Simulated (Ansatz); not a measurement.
## HSiB, singlet in 6-31G: errors against full CI

Geometry: a PBE0/def2-TZVP stationary point for this spin, not checked as a minimum.

| atom | x (Å) | y (Å) | z (Å) |
| --- | --- | --- | --- |
| Si | 0.0000 | 0.0000 | 0.1742 |
| B | 0.0000 | 0.0000 | -1.8643 |
| H | 0.0000 | 0.0000 | 1.6901 |

Basis 6-31G; Ansatz 0.2.0. Only valence electrons are correlated (noble-gas cores frozen), which leaves 8 electrons in 18 orbitals. R marks a restricted (for open shells ROHF) determinant, U an unrestricted one. Active spaces: valence = (8e, 9o) chosen from the atoms' valence shells; pair = (2e, 2o) about the gap.

Full CI is exact within this basis and frozen core; it isn't the basis-set limit. The frozen core follows each run's orbitals, which can shift R against U totals by a few meV.

The determinant fills πx and πy unequally, so it is a mixture of Σ and Δ, which weighs on every level built on one determinant.

RHF is unstable: UHF (⟨S²⟩ = 1.79) lies 0.96 eV below the lowest RHF solution. Higher spins weren't run at this geometry and may lie near or lower.

* UHF ⟨S²⟩: 1.785
* ⟨S²⟩ of the determinant under UCCSD: 1.000
* T1 diagnostic (RCCSD): 0.0431
* largest doubles amplitude (RCCSD): 0.143

```json
{"level": "RHF", "E − E(full CI) (kJ/mol)": "356.5", "share of correlation (%)": "0.00", "wall time": "–"}
{"level": "UHF†", "E − E(full CI) (kJ/mol)": "263.8", "share of correlation (%)": "–", "wall time": "1.1 s"}
{"level": "RMP2", "E − E(full CI) (kJ/mol)": "126.2", "share of correlation (%)": "64.61", "wall time": "–"}
{"level": "UMP2†", "E − E(full CI) (kJ/mol)": "69.1", "share of correlation (%)": "–", "wall time": "–"}
{"level": "CISD", "E − E(full CI) (kJ/mol)": "56.9", "share of correlation (%)": "84.04", "wall time": "0.42 s"}
{"level": "RCCSD", "E − E(full CI) (kJ/mol)": "30.9", "share of correlation (%)": "91.32", "wall time": "–"}
{"level": "UCCSD*†", "E − E(full CI) (kJ/mol)": "-38.0", "share of correlation (%)": "–", "wall time": "–"}
{"level": "RCCSD(T)", "E − E(full CI) (kJ/mol)": "14.0", "share of correlation (%)": "96.07", "wall time": "0.93 s"}
{"level": "UCCSD(T)*†", "E − E(full CI) (kJ/mol)": "-60.1", "share of correlation (%)": "–", "wall time": "3.8 s"}
{"level": "BCCD(T)", "E − E(full CI) (kJ/mol)": "14.3", "share of correlation (%)": "95.98", "wall time": "0.48 s"}
{"level": "RCCSDT*", "E − E(full CI) (kJ/mol)": "6.5", "share of correlation (%)": "98.17", "wall time": "–"}
{"level": "UCCSDT*†", "E − E(full CI) (kJ/mol)": "-77.3", "share of correlation (%)": "–", "wall time": "–"}
{"level": "CISDTQ", "E − E(full CI) (kJ/mol)": "7.3", "share of correlation (%)": "97.94", "wall time": "2 s"}
{"level": "RCCSDT(Q)*", "E − E(full CI) (kJ/mol)": "2.4", "share of correlation (%)": "99.31", "wall time": "1.1 s"}
{"level": "UCCSDT(Q)*†", "E − E(full CI) (kJ/mol)": "-81.3", "share of correlation (%)": "–", "wall time": "7 s"}
{"level": "RCCSDTQ*", "E − E(full CI) (kJ/mol)": "0.5", "share of correlation (%)": "99.87", "wall time": "9 s"}
{"level": "UCCSDTQ*†", "E − E(full CI) (kJ/mol)": "-80.7", "share of correlation (%)": "–", "wall time": "37 s"}
{"level": "CASSCF (valence space)", "E − E(full CI) (kJ/mol)": "78.8", "share of correlation (%)": "77.89", "wall time": "–"}
{"level": "NEVPT2 (valence space)", "E − E(full CI) (kJ/mol)": "22.9", "share of correlation (%)": "93.58", "wall time": "6.5 s"}
{"level": "MRCISD (valence space)", "E − E(full CI) (kJ/mol)": "2.0", "share of correlation (%)": "99.45", "wall time": "–"}
{"level": "MRCISD+Q (valence space)", "E − E(full CI) (kJ/mol)": "0.2", "share of correlation (%)": "99.94", "wall time": "8.5 s"}
```

An asterisk marks runs whose energy the program itself flagged as in doubt. A dagger marks rows that describe another state than the reference (another or a broken symmetry, a higher spin or other natural occupations), so the difference holds a gap between states beside the method's error.

The correlation energy at full CI, counted from RHF, is -3.695 eV. That run took 22 s on 1 thread of Arm Neoverse V1, shared host over 2,341,648 determinants.

Run but not shown, since their state, orbitals or frozen core can't be matched to the reference's or they repeat it: CASSCF (pair space), NEVPT2 (pair space).

Times hold each run's SCF and search for its determinant on a shared host, so for small cases they say little of a method's own cost; they ran on 1 thread of Arm Neoverse V1.

Unrestricted levels hold only the spin's projection, and here they fall towards a lower state of higher spin.

The full-CI state has the irrep A1 of C2v, in the program's axes (one component, if the state is degenerate).

Natural occupations of full CI about the gap: 1.968 1.949 1.849 0.979 0.953 0.087 0.082 0.081 0.018 0.007; effectively unpaired electrons, Σ n²(2−n)², 2.17. No single determinant describes this state well, so single-reference rows can miss without a flag.
